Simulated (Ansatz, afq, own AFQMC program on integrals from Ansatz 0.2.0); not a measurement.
Two steps: Ansatz 0.2.0 writes the Fock matrix and Cholesky factors of the valence space, and afq projects on them the lowest state that overlaps trial and start.

```yaml
crystal:
  periodic: [false, false, false]
  atoms:
    - {symbol: Si, position_ang: [0.000000, -0.239387, 3.149599]}
    - {symbol: Ge, position_ang: [0.000000, 0.294745, -3.206999]}
    - {symbol: H, position_ang: [0.000000, 1.167984, 3.706480]}
    - {symbol: H, position_ang: [0.000000, -1.223342, -3.649080]}
basis:
  gaussian: {orbitals: cc-pVDZ}
magnetization: {spin_polarized: true, initial_magnetization: 2}
correlation: {method: ccsd_t, electrons: outside_noble_gas, hamiltonian_folder: ham}
```

```sh
$ ansatz run in.yaml --threads 1 --pin off --events-out ev --progress --plain --max-ram 1382MiB
```

afq runs on the folder ham with

```
--method phaseless --trial hf --walkers 120 --populations 1 --least-time 40 --time-step 0.005 --steps-per-block 20 --equilibration-blocks 160 --max-blocks 600 --target-error 0.00228 --factor-cut 1e-05 --start spin_pure --seed 5603 --taylor-order 6
```

Times are imaginary, in 1/Eh. The walk had a cap of 1086 s. Filled inner d shells are frozen with the cores.

Output of the walk:

```
orbitals 36  electrons 6 4  factors 238 of 602
reference energy -2365.29200274 Eh
CCSD correlation -0.17144710 Eh in 14 cycles, weight of the determinant in the CISD state 0.8653
energy of the start -2365.292314 Eh
 block  time / (1/Eh)  mean weight  energy / Eh
     1     0.100  1.0012  -2365.317260
     2     0.200  0.9989  -2365.337587
     3     0.300  1.0005  -2365.356648
     4     0.400  1.0020  -2365.369634
     5     0.500  1.0009  -2365.378694
     8     0.800  1.0012  -2365.406676
    15     1.500  0.9997  -2365.430140
    57     5.700  0.9995  -2365.452919
    99     9.900  1.0005  -2365.476294
   141    14.100  1.0009  -2365.520196
   183    18.300  0.9988  -2365.447934
   225    22.500  1.0002  -2365.450593
   267    26.700  1.0003  -2365.454287
   281    28.100  0.9999  -2365.446734
   309    30.900  0.9994  -2365.484632
   351    35.100  1.0001  -2365.461860
   393    39.300  0.9996  -2365.453815
   435    43.500  0.9994  -2365.471106
   477    47.700  1.0012  -2365.451124
   519    51.900  1.0001  -2365.456350
   547    54.700  1.0009  -2365.467008
blocks merged  error / Eh  count
     1  0.000554  400
     2  0.000733  200
     4  0.000969  100
     8  0.001237  50
    16  0.001498  25
    32  0.001779  12
energy -2365.462512 +/- 0.001498 Eh
(rows thinned)
```

The run passed its tests (sampling time, drift between the halves within three errors, error under three times the target), which doesn't prove that it has relaxed.

Against this walk (error 40.8 meV) on the same determinant: CCSD(T) 108.5 meV lower, CCSDT(Q) 137.2 meV lower. The error is statistical and leaves out the bias of the constraint. CCSDT(Q) is the surest value here, so the walk's 137 meV above it is most likely the bias of the constraint with this trial, which can have either sign.

Cautions: constraint bias not in the error; no relativity below Rb; no spin-orbit coupling; inner d shell frozen; lower spins were not checked.

The walk took 2.1 min on 1 thread of Intel(R) Xeon(R) 6975P-C (Granite Rapids), on a shared host. The log's last line is the phaseless energy.

CCSDT and higher add their correlation energy to the determinant of the CCSD(T) run, since their own runs factorise the integrals more tightly (a shift of under 2 meV). A walk keeps the symmetry of its determinant, which the program's search chose and which needn't be the lowest solution, so a lower state of the same spin and another symmetry isn't excluded.
